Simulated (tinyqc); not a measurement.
Worked calculation: Born-Oppenheimer dynamics on the RHF/sto-3g surface (energies and gradients from PySCF), for CH+, spin multiplicity 1. Computed by tinyqc, a small Python program that keeps every step (integrals from PySCF). Settings: charge = 1, multiplicity = 1, basis = sto-3g, time step (fs) = 0.2, steps = 24. Command: `OMP_NUM_THREADS=1 python tinyqc.py 20860 20861 out.jsonl` (the two numbers bound the seeds that draw the settings). One thread of a shared host (Intel(R) Xeon(R) Processor @ 2.60GHz), about 2 s of CPU time with the checks.

positions (bohr):
```
         x       y       z
1C  0.0000  0.0000  0.0000
2H  0.0000  0.0000  2.3943
```

The total energy should stay constant up to terms of order dt^2; the step counts as short enough if it moves by less than 2 % of the largest kinetic energy.

Trajectory:

| time (fs) | 1C-2H (angstrom) | potential (hartree) | kinetic (hartree) | total (hartree) |
|---|---|---|---|---|
| 0.0000 | 1.2670 | -37.452540 | 0.000070 | -37.452471 |
| 0.2000 | 1.2653 | -37.452689 | 0.000218 | -37.452471 |
| 0.4000 | 1.2626 | -37.452917 | 0.000446 | -37.452472 |
| 0.6000 | 1.2590 | -37.453217 | 0.000744 | -37.452473 |
| 0.8000 | 1.2545 | -37.453575 | 0.001101 | -37.452474 |
| 1.0000 | 1.2490 | -37.453976 | 0.001501 | -37.452475 |
| 1.2000 | 1.2428 | -37.454402 | 0.001926 | -37.452476 |
| 1.4000 | 1.2359 | -37.454833 | 0.002356 | -37.452477 |
| 1.6000 | 1.2283 | -37.455249 | 0.002770 | -37.452479 |
| 1.8000 | 1.2201 | -37.455627 | 0.003147 | -37.452480 |
| 2.0000 | 1.2114 | -37.455947 | 0.003466 | -37.452481 |
| 2.2000 | 1.2024 | -37.456189 | 0.003707 | -37.452482 |
| 2.4000 | 1.1931 | -37.456337 | 0.003853 | -37.452483 |
| 2.6000 | 1.1837 | -37.456378 | 0.003894 | -37.452484 |
| 2.8000 | 1.1744 | -37.456305 | 0.003821 | -37.452484 |
| 3.0000 | 1.1652 | -37.456118 | 0.003634 | -37.452484 |
| 3.2000 | 1.1563 | -37.455823 | 0.003340 | -37.452483 |
| 3.4000 | 1.1478 | -37.455436 | 0.002954 | -37.452482 |
| 3.6000 | 1.1400 | -37.454977 | 0.002498 | -37.452480 |
| 3.8000 | 1.1328 | -37.454477 | 0.001999 | -37.452478 |
| 4.0000 | 1.1265 | -37.453969 | 0.001493 | -37.452476 |
| 4.2000 | 1.1212 | -37.453487 | 0.001014 | -37.452473 |
| 4.4000 | 1.1170 | -37.453069 | 0.000597 | -37.452471 |
| 4.6000 | 1.1139 | -37.452745 | 0.000276 | -37.452470 |
| 4.8000 | 1.1121 | -37.452542 | 0.000074 | -37.452469 |

Is the time step short enough?

Yes. The total energy moves within 1.5e-05 hartree, under 2 % of the largest kinetic energy.
